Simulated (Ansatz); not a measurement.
Relaxation of CH$_{5}$AlO (8 atoms, charge 0, multiplicity 1), to a largest force component of 0.02 eV/Å in at most 50 steps.

These are results of Ansatz, RHF/def2-SVPD, not measurements.

```xyz
8
Properties=species:S:1:pos:R:3:forces:R:3
C -0.721 0.917 -0.035 -1.26 1.96 -0.21
Al 0.545 -0.489 -0.407 1.53 1.50 -2.32
O 0.444 -2.047 0.538 -0.28 1.22 2.02
H -0.159 1.890 0.267 -1.04 -1.63 -0.36
H -1.459 0.632 0.741 0.20 0.47 -0.03
H -1.348 1.188 -0.971 1.09 -0.43 1.35
H 0.046 -2.678 -0.112 1.42 -0.65 1.77
H 1.094 -1.865 1.332 -1.66 -2.43 -2.22
```

Problem. Where does it end, and by what steps?

Solution. The forces met the threshold. After 17 steps the energy has fallen by 2.332 eV; Al2 moved furthest, 1.05 Å.

| step | energy less start (eV) | largest force component (eV/Å) | accepted |
| --- | --- | --- | --- |
| 0 | 0.0000 | 2.434 | yes |
| 1 | -1.1270 | 1.906 | yes |
| 2 | -1.9552 | 1.130 | yes |
| 3 | -2.0851 | 0.434 | yes |
| 4 | -2.1534 | 0.659 | yes |
| 5 | -2.1978 | 0.709 | yes |
| 6 | -2.2448 | 0.171 | yes |
| 7 | -2.2687 | 0.371 | yes |
| 8 | -2.2980 | 0.230 | yes |
| 9 | -2.3108 | 0.314 | yes |
| 10 | -2.2991 | 0.876 | no |
| 11 | -2.3212 | 0.089 | yes |
| 12 | -2.3245 | 0.202 | yes |
| 13 | -2.3256 | 0.211 | yes |
| 14 | -2.3298 | 0.055 | yes |
| 15 | -2.3299 | 0.334 | yes |
| 16 | -2.3311 | 0.072 | yes |
| 17 | -2.3316 | 0.014 | yes |

```xyz
8
Properties=species:S:1:pos:R:3
C -0.701 0.806 -0.084
Al 0.138 -0.505 -1.378
O 0.480 -1.786 0.465
H 0.019 1.156 0.669
H -1.549 0.367 0.462
H -1.083 1.697 -0.592
H 0.906 -2.629 0.462
H 0.230 -1.558 1.349
```

Whether the end is a true minimum wasn't checked by a vibrational analysis.

The run took 21 s on 2 threads of Arm Neoverse V1, on a shared host, peak memory 0.18 GiB.
